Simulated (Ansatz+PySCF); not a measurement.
Values are calculated unless marked as measured or tabulated.
Several solutions for singlet C5H5(-)

```yaml
atoms:
  - { symbol: C, position_ang: [1.1055, 0.0000, 0.0000] }
  - { symbol: C, position_ang: [0.3416, 1.0514, 0.0000] }
  - { symbol: C, position_ang: [-0.8943, 0.6498, 0.0000] }
  - { symbol: C, position_ang: [-0.8943, -0.6498, 0.0000] }
  - { symbol: C, position_ang: [0.3416, -1.0514, 0.0000] }
  - { symbol: H, position_ang: [2.1136, 0.0000, 0.0000] }
  - { symbol: H, position_ang: [0.6531, 2.0101, 0.0000] }
  - { symbol: H, position_ang: [-1.7099, 1.2423, 0.0000] }
  - { symbol: H, position_ang: [-1.7099, -1.2423, 0.0000] }
  - { symbol: H, position_ang: [0.6531, -2.0101, 0.0000] }
```

Basis set: def2-SVP (spherical functions). Charge -1, multiplicity 1.

CASSCF(6,5) was run from several starts with Ansatz (development build ahead of 0.2.0) and PySCF 2.14.0. The starts are those of the Hartree–Fock orbitals from which the active space was taken at the frontier.

```tsv
run	program	start	converged	energy (hartree)	<S²>
A	PySCF	program defaults	no	–	–
B	Ansatz	atomic start, no search	yes	-191.99329	0.00
C	Ansatz	stability test followed	yes	-191.99329	0.00
D	Ansatz	search for the lowest state	yes	-191.99329	0.00
```

**Question.** Which runs reached the lowest solution of this kind, and what is wrong with the others?

**Answer.** B, C, D reached the lowest solution found. Not converged: A. Caution: no diffuse functions for an anion.
